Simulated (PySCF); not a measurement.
Protonation sites of `CC[C@@H]1O[C@H]1C` (C5H10O)

Parent: `CC[C@@H]1O[C@H]1C` (C5H10O). Atom numbers as in the mapped SMILES `[CH3:1][CH2:2][C@@H:3]1[O:4][C@H:5]1[CH3:6]`.

Energies: M06-2X/def2-TZVP (PySCF, density fitting, integration grid level 3) on PBE0-D3(BJ)/def2-SVP structures. Zero-point and thermal terms (298.15 K, 1 bar) come from unscaled GFN2-xTB harmonic frequencies, with soft modes damped to free rotors in the entropy. These were taken at the GFN2-xTB minima.

| site | product | PA / kcal/mol | GB / kcal/mol |
| --- | --- | --- | --- |
| O4 (ether oxygen) | `CCC1[OH+]C1C` | 196.1 | 188.6 |

PA is −ΔH and GB is −ΔG of B + H⁺ → BH⁺ in the gas phase. Sites whose products fell apart, merged with another or lost in a GFN2-xTB screen aren't listed.

In ethanol the product from O4 is solvated 54.4 kcal/mol more strongly than the parent (electrostatics only).

In water the product from O4 is solvated 56.0 kcal/mol more strongly than the parent (electrostatics only).

Structures, frequencies and single points took 5.9 min of wall time on 1 thread of Intel Xeon Platinum 8259CL @ 2.50GHz (shared host), launched as `OMP_NUM_THREADS=1 python redox_run.py task.json out`.
